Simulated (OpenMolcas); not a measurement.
Predicting a hybrid from its neighbours: H3NO

H3NO: 5 atoms, total charge 0, spin state singlet. SMILES: `NO`. The shape is that of a PBE0-D4/def2-TZVP optimisation. This is one conformer, not always the lowest.

The HOMO–LUMO gap y, in eV, basis def2-TZVPP; a is the functional's share of exact exchange. Programs: OpenMolcas 26.06.

| functional | program | a | y (eV) |
| --- | --- | --- | --- |
| PBE | OpenMolcas | 0 | 6.15 |
| TPSS | OpenMolcas | 0 | 6.52 |
| B3LYP | OpenMolcas | 0.2 | ? |
| PBE0 | OpenMolcas | 0.25 | 8.64 |
| BHLYP | OpenMolcas | 0.5 | 10.77 |

Problem. Fit y = c + s·a to the known rows and predict B3LYP.

Solution. 
1. Means of the 4 rows: a = 0.1875, y = 8.020.
2. Σ(Δa)² = 0.17188, Σ(Δa·Δy) = 1.53, so the slope is 1.53/0.17188 = 8.9016.
3. Intercept: 8.020 − (8.9016) × 0.1875 = 6.351. The largest residual of the fit is 0.20.
4. B3LYP: 6.351 + (8.9016) × 0.2 = 8.13 eV.

The run gave 7.98 eV, so the prediction is off by +0.15 eV, within the scatter of the fit. Exact exchange lowers occupied levels and raises empty ones. The rows mix families of semi-local functionals, which the line can't see.
